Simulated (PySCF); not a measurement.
**SO3: umbrella–stretch map**

Level of theory: PySCF, B3LYP, basis S def2-TZVP, O def2-TZVP (no relativity, density fitting).

Rigid scan from the singlet minimum (S–O 1.427 Å (×3); O–S–O 120.0° (×3)). Coordinate: rows: all bonds scaled; columns: angle to the threefold axis. Energies in kJ/mol from the minimum.

| scale \ angle | 60 | 66 | 72 | 78 | 84 | 90 |
| --- | --- | --- | --- | --- | --- | --- |
| 0.95 | ? | 477.8 | 280.9 | 153.9 | 82.3 | 59.0 |
| 0.98 | 640.4 | 378.4 | 204.0 | 91.9 | 28.9 | 8.5 |
| 1.00 | 582.0 | ? | 179.3 | 76.4 | 18.7 | 0.0 |
| 1.03 | 529.8 | 315.1 | ? | 82.9 | 32.5 | 16.3 |
| 1.07 | ? | 328.2 | 208.7 | 133.1 | 91.3 | ? |

Q: Fill in the five missing cells, row by row.

A: 772.1, 340.0, 173.3, 510.7, 77.8.

The bond scale of lowest energy on the grid is 1.07 (edge) at 60°, 1.03 at 66°, 1.03 at 72°, 1.00 at 78°, 1.00 at 84°, 1.00 at 90°.

Other isomers or separated fragments may lie lower.
